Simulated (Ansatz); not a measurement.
Results of r²SCAN-D4 (PAW; Ansatz, a quantum-chemistry and plane-wave program) for antiferromagnetic bcc Cr.

Numerical settings: plane-wave cutoff 560 eV, 20×20×20 k mesh, Fermi–Dirac smearing 0.05 eV, spin-polarised with opposed moments, scalar-relativistic PAW data made under PBE.

Computed points:

```tsv
V (Å³/atom)	E − E_lowest (meV/atom)
12.046	17.42
12.302	7.42
12.558	1.75
12.814	0.00
13.071	1.85
13.327	6.93
13.583	14.77
```

### Question
Estimate the bulk modulus and its pressure derivative from these points.

### Answer
V0 = 12.805 Å³/atom, B0 = 111 GPa, B′ = 4.3 (fit to the energies at full precision).

Measured, for comparison: bulk modulus 194 GPa (corrected for temperature and zero-point phonon effects, our sources range from 174 to 205; as tabulated in Levämäki et al. (2014), arXiv:1402.3671); equilibrium volume per atom 11.91 Å³/atom (corrected for temperature and zero-point phonon effects; as tabulated in Levämäki et al. (2014), arXiv:1402.3671). Computed (rounded) less measured: bulk modulus not scored (sources differ), equilibrium volume per atom +7.6 %.

Note: the commensurate order stands in for chromium's spin-density wave, and the size of the moments varies much between levels; the collinear magnetic order is the start's and need not be the measured one.
